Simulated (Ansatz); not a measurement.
Heat of formation of C2H2O (oxirene) from total energies

The species is C2H2O (5 atoms), meant as a singlet with charge 0. SMILES: `C1=CO1`. Geometry: relaxed at PBE0-D4/def2-TZVP.

Total energies at PBE/aug-cc-pVDZ (Ansatz 0.2.0); the atoms run unrestricted:

| species | state | energy (Eh) |
| --- | --- | --- |
| C2H2O | singlet | -152.321568 |
| C | triplet | -37.791119 |
| O | triplet | -74.991135 |
| H | doublet | -0.499224 |

Harmonic wavenumbers at PBE0-D4/def2-TZVP, in cm⁻¹: 189, 552, 637, 912, 973, 1102, 1850, 3340, 3414.

Measured heats of formation of the gaseous atoms at 298.15 K, in kJ/mol: C 716.9, O 249.2, H 218.0. Spin-orbit lowering of the atoms at 298 K (mean of the ground term's levels less their thermal mean, from spectra), in kJ/mol: C 0.02, O 0.40. Take 1 Eh = 2625.50 kJ/mol, 1 cm⁻¹ = 0.0119627 kJ/mol, RT = 2.479 kJ/mol.

Question: Work out the heat of formation of the gas at 298 K.

Answer: 
1. Electronic atomisation energy: 2 × (-37.791119) + (-74.991135) + 2 × (-0.499224) − (-152.321568) = 0.749747 Eh = 1968.5 kJ/mol.
2. Zero-point energy: half the sum of the wavenumbers, 6484.5 cm⁻¹ = 77.6 kJ/mol.
3. Thermal vibrational enthalpy, Σ hcν̃/(exp(hcν̃/kT) − 1): 2.7 kJ/mol. Translation, rotation and pV of a non-linear molecule: 4 RT = 9.9 kJ/mol.
4. The 5 free atoms carry 5/2 RT each: 31.0 kJ/mol.
5. Spin-orbit coupling lowers the free atoms by 2 × 0.02 + 0.40 = 0.4 kJ/mol.
6. Atomisation enthalpy at 298 K: 1968.5 − 0.4 − 77.6 − 2.7 − 9.9 + 31.0 = 1908.9 kJ/mol.
7. Sum of the atoms' heats of formation: 2119.0 kJ/mol. Heat of formation: 2119.0 − 1908.9 = +210.1 kJ/mol.

The tabulated value is +275.9 kJ/mol (Active Thermochemical Tables), so this level is off by -65.8 kJ/mol, or 3.6 % of the atomisation enthalpy. Gradient-corrected functionals often overbind somewhat. Anharmonicity and any spin-orbit splitting of the molecule are left out.
